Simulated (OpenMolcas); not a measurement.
# Potential curves of CF⁺: spin-free states

Computed with OpenMolcas 26.06: state-averaged CASSCF(8,7) over F 2p, C 2s 2p, XMS-CASPT2 (IPEA 0.25, imaginary shift 0.2 hartree), scalar X2C, ANO-RCC-VTZP, then RASSI spin–orbit state interaction with atomic mean-field integrals. C2 symmetry about the axis (a holds Σ, Δ, Γ; b holds Π, Φ, H; Σ⁺ and Σ⁻ are not told apart); roots by multiplicity and irrep: 1a 1, 3b 2, 1b 2.

XMS-CASPT2 energies in eV from the lowest point. Curves are followed by energy order within each symmetry, so they are adiabatic and may change character at avoided crossings; Σ⁺ and Σ⁻ are counted together.

| R (Å) | (1)1Σ | (1)1Π |
| --- | --- | --- |
| 1.016 | 1.275 | 10.336 |
| 1.075 | 0.365 | 8.898 |
| 1.128 | 0.028 | 8.156 |
| 1.181 | 0.000 | 7.754 |
| 1.240 | 0.207 | 7.567 |
| 1.299 | 0.571 | 7.547 |
| 1.382 | 1.219 | 7.634 |
| 1.488 | 2.121 | 7.748 |
| 1.653 | 3.437 | 7.762 |
| 1.890 | 4.945 | 7.603 |
| 2.244 | 6.354 | 7.437 |

(1) With masses 18.998 and 12.000 u, fit the curves (1)1Σ near their minima.

Left out for impure symmetry, kinks or missing points, though low: (1)3Π. Only roots inside an energy window near the equilibrium distance were included, so the list of states is not complete; labels number the states computed. Each spin and symmetry block has orbitals of its own, averaged over its own roots, so gaps between blocks are less sure than gaps within one and near the minimum can be off by tenths of an eV, in bad cases by more. No Rydberg orbitals are active, so Rydberg states, and σ→σ* states whose orbital the CASSCF left unused, can be missing between those listed. At stretched bonds a block can hold a wrong CASSCF solution and miss its lowest state; points past a visible jump are left out. No roots were computed in block 3a (none fell in the window or the block failed), so states of that kind are missing and can lie low or lowest. Points that failed a check (symmetry, reference weights, a jump) are left out.

Answers

(1) At XMS-CASPT2, Te from the lowest curve (the fit fixes ωe to a per cent or two; the method's Re and ωe can be off by some per cent):

| curve | Te (cm⁻¹) | Re (Å) | ωe (cm⁻¹) |
| --- | --- | --- | --- |
| (1)1Σ | 0 | 1.160 | 1773.2 |
